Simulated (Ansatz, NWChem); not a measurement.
C3H3 (cyclopropenyl radical): from total energies to a heat of formation

C3H3: 6 atoms, total charge 0, spin state doublet. SMILES: `[CH]1C=C1`. The shape is that of a PBE0-D4/def2-TZVP optimisation.

Total energies at UB3LYP/6-31G* (spherical functions) (NWChem 7.3.0); the atoms run unrestricted:

| species | state | energy (Eh) |
| --- | --- | --- |
| C3H3 | doublet | -115.948098 |
| C | triplet | -37.844694 |
| H | doublet | -0.500273 |

Harmonic wavenumbers at UPBE0-D4/def2-TZVP, in cm⁻¹: 622, 722, 893, 919, 977, 989, 1042, 1262, 1684, 3091, 3262, 3308.

Measured heats of formation of the gaseous atoms at 298.15 K, in kJ/mol: C 716.9, H 218.0. Take 1 Eh = 2625.50 kJ/mol, 1 cm⁻¹ = 0.0119627 kJ/mol, RT = 2.479 kJ/mol.

Question: What heat of formation follows?

Answer: 
1. Electronic atomisation energy: 3 × (-37.844694) + 3 × (-0.500273) − (-115.948098) = 0.913197 Eh = 2397.6 kJ/mol.
2. Zero-point energy: half the sum of the wavenumbers, 9385.5 cm⁻¹ = 112.3 kJ/mol.
3. Thermal vibrational enthalpy, Σ hcν̃/(exp(hcν̃/kT) − 1): 1.3 kJ/mol. Translation, rotation and pV of a non-linear molecule: 4 RT = 9.9 kJ/mol.
4. The 6 free atoms carry 5/2 RT each: 37.2 kJ/mol.
5. Spin-orbit coupling lowers the free atoms by 3 × 0.02 = 0.1 kJ/mol.
6. Atomisation enthalpy at 298 K: 2397.6 − 0.1 − 112.3 − 1.3 − 9.9 + 37.2 = 2311.2 kJ/mol.
7. Sum of the atoms' heats of formation: 2804.7 kJ/mol. Heat of formation: 2804.7 − 2311.2 = +493.5 kJ/mol.

The tabulated value is +486.8 kJ/mol (Active Thermochemical Tables), so this level is off by +6.7 kJ/mol, or 0.3 % of the atomisation enthalpy that the table implies (2317.8 kJ/mol). So close a hit in a small basis owes something to errors that cancel. Anharmonicity and any spin-orbit splitting of the molecule are left out.
